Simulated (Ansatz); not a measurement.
## Ansatz (development build ahead of 0.2.0) run

```yaml
crystal:
  periodic: [false, false, false]
  atoms:
    - { symbol: P, position_ang: [0.0, 0.0, -0.83292] }
    - { symbol: P, position_ang: [0.0, 0.0, 0.83292] }
basis:
  gaussian: { orbitals: "6-31G" }
hamiltonian:
  xc: hf
correlation:
  method: ccsd_t
  frozen_orbitals: { P: 5 }
```

The input is written out in the form of the current development build from the run's settings.

The run gave:

```yaml
Converged: yes
Reference_energy: -681.27822 hartree
Correlation_energy: -0.12499 hartree
Total_energy: -681.40321 hartree
```
